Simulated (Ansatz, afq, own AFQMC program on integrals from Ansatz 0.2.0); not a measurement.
## CH₃N, triplet in cc-pVDZ, levels against AFQMC with the constraint released

```xyz
5

N    -0.6123    0.0058    0.0057
C     0.4916   -0.0046   -0.0046
H     0.8744   -1.0365   -0.0032
H     0.8972    0.5101    0.8796
H     0.8804    0.5014   -0.9013
```

Connectivity, by distances: N–CH3.

Basis cc-pVDZ. Only valence electrons are correlated. AFQMC by an in-house program on the Cholesky factors that Ansatz 0.2.0 writes for its CCSD(T) run. ph-AFQMC/CISD is guided by a CISD state made of CCSD amplitudes; releasing the constraint for a short imaginary time cuts its bias at the price of noise, slowly where states lie close. Free AFQMC starts from the CCSD state and is never constrained. Its projection time is finite, and what remains of the start isn't in its error. Error bars are statistical, one sigma.

Determinant: UHF, the one that the program's search chose, which needn't be the lowest solution. The geometry is a point of a scan.

No full CI on the walks' own integrals is used here. The released AFQMC energy serves as the reference, which it does only where one determinant dominates, the energy is flat over the last release times and near the phaseless one (40 meV or 2 meV an electron, half that with transition metals). On small molecules, where full CI could be run and the noise was under 10 meV, such values lay within 10 meV of it in 19 cases of 20, a flattering rate, since the rule was set on those same cases; what remains of the bias isn't in the error bar.

Cautions: lower spins were not checked; the released value is read at 2.40 1/Eh with a noise of 21 meV, more than in the cases checked (meV from the phaseless value at times in 1/Eh: -16 ± 11 at 0.24, -23 ± 10 at 0.51, 0 ± 15 at 0.99, 3 ± 15 at 1.62, 6 ± 21 at 2.40).

```
T1 diagnostic                               : 0.0166
weight of the determinant in the CISD state : 0.902
⟨S²⟩ of the determinant                     : 2.040
size of the correlated space                : 12 electrons in 41 orbitals
```

Reference: AFQMC with the constraint released, correlation energy -7.762 ± 0.021 eV.

```json
{"level": "HF", "E − E(reference) (kJ/mol)": "748.9 ± 2.0", "share of correlation (%)": "0.00"}
{"level": "MP2", "E − E(reference) (kJ/mol)": "103.3 ± 2.0", "share of correlation (%)": "86.21"}
{"level": "CCSD", "E − E(reference) (kJ/mol)": "18.8 ± 2.0", "share of correlation (%)": "97.49"}
{"level": "CCSD(T)", "E − E(reference) (kJ/mol)": "1.5 ± 2.0", "share of correlation (%)": "99.80"}
{"level": "ph-AFQMC/HF", "E − E(reference) (kJ/mol)": "1.1 ± 5.0", "share of correlation (%)": "99.85"}
{"level": "ph-AFQMC/CISD", "E − E(reference) (kJ/mol)": "-0.6 ± 2.2", "share of correlation (%)": "100.07"}
{"level": "free AFQMC", "E − E(reference) (kJ/mol)": "-0.4 ± 2.3", "share of correlation (%)": "100.05"}
```

Free projections are given only where their last times agree within the noise and don't stop above the reference; a slow remainder of the start can still hide under it. A walk keeps the symmetry of its determinant, which the program's search chose and which needn't be the lowest solution, so a lower state of the same spin and another symmetry isn't excluded. Released energies are given only where the last usable release times agree within the noise; a slower fall can still hide under it.
